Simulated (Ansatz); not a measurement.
Crystal: As₂O, antifluorite type, 3 atoms in the cell.

These are results of PBE, plane waves, PAW datasets (generated soft set 1) in Ansatz 0.2.0 development build, not measurements.

Cutoff 420 eV; k-mesh 33×33×33 Γ-centred; Fermi–Dirac smearing of 0.0612 eV; no spin polarisation.

The fit to the energies gives V₀ = 15.936 Å³/atom (a₀ = 5.761 Å), B₀ = 90.6 GPa, B₀′ = 4.35.

Problem. What pressure does the program print at V = 15.301 Å³/atom, and how far above the lowest computed point (V = 15.938 Å³/atom) does the energy lie?

Solution. 4.02 GPa and 7.69 meV/atom. All points:

| V (Å³/atom) | a (Å) | E − E(min) (meV/atom) | P (GPa) |
| --- | --- | --- | --- |
| 14.982 | 5.6440 | 18.01 | 6.39 |
| 15.301 | 5.6837 | 7.69 | 4.02 |
| 15.620 | 5.7229 | 1.84 | 1.90 |
| 15.938 | 5.7616 | 0.00 | -0.02 |
| 16.257 | 5.7997 | 1.77 | -1.73 |
| 16.576 | 5.8374 | 6.78 | -3.28 |
| 16.895 | 5.8746 | 14.70 | -4.66 |

The published all-electron PBE values for this crystal (mean of FLEUR and WIEN2k, k-spacing 0.06 Å⁻¹; Bosoni et al., Nat. Rev. Phys. 6, 45 (2024)) are V₀ = 15.938 Å³/atom, B₀ = 90.6 GPa, B₀′ = 4.34.

The stress includes the program's correction for the finite plane-wave basis.

This cubic structure is a model: it isn't the usual form of the substance at ambient conditions, and such phases are metastable or hypothetical.
